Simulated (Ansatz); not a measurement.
I need vertical and adiabatic energies of changing the electron count of HLiO, SMILES [Li][OH]. Use Ansatz's Python interface. Level of theory (for the species named): CAM-B3LYP, def2-TZVP basis, multiplicity 1.

`hlio.xyz`
```text
3

Li    1.07690    0.56190    0.64190
O    -0.54300    0.17720   -0.27500
H    -0.54490   -0.80390   -0.38010
```

The script, `adiabatic_hlio.py`:
```python
'''How HLiO relaxes after losing an electron.'''

import itertools

import ansatz as az
from ase.data import atomic_numbers, covalent_radii
import numpy as np

molecule = az.Crystal.molecule_from_extxyz('hlio.xyz')

job = molecule.calculation().basis(gaussian='def2-TZVP').functional('cam_b3lyp')
symbols = [site.symbol for site in molecule.cartesian_sites]
start = np.array([site.position_ang for site in molecule.cartesian_sites], dtype=float)
summary = job.relax(force_tolerance=0.01).run().report
end = np.array(summary['positions_ang'])

minimum = az.Crystal.molecule()
for symbol, place in zip(symbols, end):
    minimum = minimum.atom(symbol, place.tolist())
ion = minimum.calculation()
ion = ion.basis(gaussian='def2-TZVP')
ion = ion.functional('cam_b3lyp')
ion = ion.charge(1)
ion = ion.spin('collinear', total=1)
vertical = ion.run().report
settled = ion.relax(force_tolerance=0.01, max_steps=80).run().report
print(f'vertical ionisation energy   {vertical["free_energy_ev"] - summary["free_energy_ev"]:.3f} eV')
print(f'adiabatic, no zero point     {settled["free_energy_ev"] - summary["free_energy_ev"]:.3f} eV')
print(f'relaxation energy of the ion {vertical["free_energy_ev"] - settled["free_energy_ev"]:.3f} eV')
ionised = np.array(settled['positions_ang'])
# pairs closer than 1.2 times the sum of covalent radii, before or after
radius = [covalent_radii[atomic_numbers[s]] for s in symbols]
span = lambda where, i, j: np.linalg.norm(where[i] - where[j])
bonded = [(i, j) for i, j in itertools.combinations(range(len(symbols)), 2) if min(span(end, i, j), span(ionised, i, j)) < 1.2 * (radius[i] + radius[j])]
print('pair        before    after (A)')
for i, j in bonded:
    print(f'{symbols[i]}{i}-{symbols[j]}{j}'.ljust(10), f'{span(end, i, j):8.4f} {span(ionised, i, j):8.4f}')
```

```console
$ python adiabatic_hlio.py
vertical ionisation energy   9.309 eV
adiabatic, no zero point     8.942 eV
relaxation energy of the ion 0.367 eV
pair        before    after (A)
Li0-O1       1.5666   1.8591
O1-H2        0.9499   0.9778
```

The energies are electronic: no zero-point or thermal terms, and the basis set is short of its limit. The product may relax into another structure. Each relaxation finds its nearest minimum, which needn't be the lowest. Finished in 40 s on 1 thread of Arm Neoverse V1 (shared host), peak memory 0.18 GiB.
